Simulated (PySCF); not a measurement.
C₂H₃P.
SMILES: `P#CC`

The closed-shell ground state was solved at several levels (PySCF, density fitting, gas phase, non-relativistic). Geometry: PBE0-D3(BJ)/def2-SVP; no solvent, vibrations or thermal averaging.

```csv
level,basis functions,HOMO (eV),LUMO (eV),gap (eV),dipole (D)
PBE0/STO-3G,22,-4.41,3.62,8.03,0.65
LC-wPBE/pcSseg-2,157,-10.10,1.13,11.23,1.55
BHandHLYP/pcSseg-2,157,-8.36,-0.05,8.31,1.53
PBE0/6-31G,37,-7.57,-0.67,6.90,2.21
PBE0/def2-TZVP,117,-7.45,-0.97,6.48,1.65
PBE0/def2-SVP,61,-7.41,-0.75,6.66,1.71
B97-2/pcSseg-2,157,-7.24,-1.07,6.17,1.68
"PBE0/6-311+G(2d,p)",107,-7.48,-1.04,6.44,1.66
CAM-B3LYP/pcSseg-2,157,-8.72,0.07,8.79,1.53
wB97X-D/pcSseg-2,157,-9.30,0.71,10.01,1.65
```

Task: Estimate the row for PBE0/6-31G*, a basis of 52 functions; the other rows only guide the guess.

Result: HOMO -7.37 eV, LUMO -0.73 eV, gap 6.64 eV, dipole 1.94 D.

Task: Over all these levels, which gives the widest orbital gap and which the narrowest?

Result: LC-wPBE/pcSseg-2 (range-separated hybrid) has the widest, 11.23 eV, and B97-2/pcSseg-2 (global hybrid, 21 % exact exchange) the narrowest, 6.17 eV. The two share the basis. From the narrowest to the widest the HOMO moves by -2.86 eV and the LUMO by +2.20 eV.

Task: How much does the basis alone move the frontier levels among the 6 PBE0 rows (the withheld one included)?

Result: The HOMO by 3.16 eV and the LUMO by 4.66 eV. By rising basis size (HOMO, LUMO in eV): STO-3G -4.41, 3.62; 6-31G -7.57, -0.67; 6-31G* -7.37, -0.73; def2-SVP -7.41, -0.75; 6-311+G(2d,p) -7.48, -1.04; def2-TZVP -7.45, -0.97.

Task: How far do the dipole and the HOMO energy spread over the levels?

Result: The dipole runs from 0.65 to 2.21 D (mean 1.62 D) and the HOMO from -10.10 to -4.41 eV.
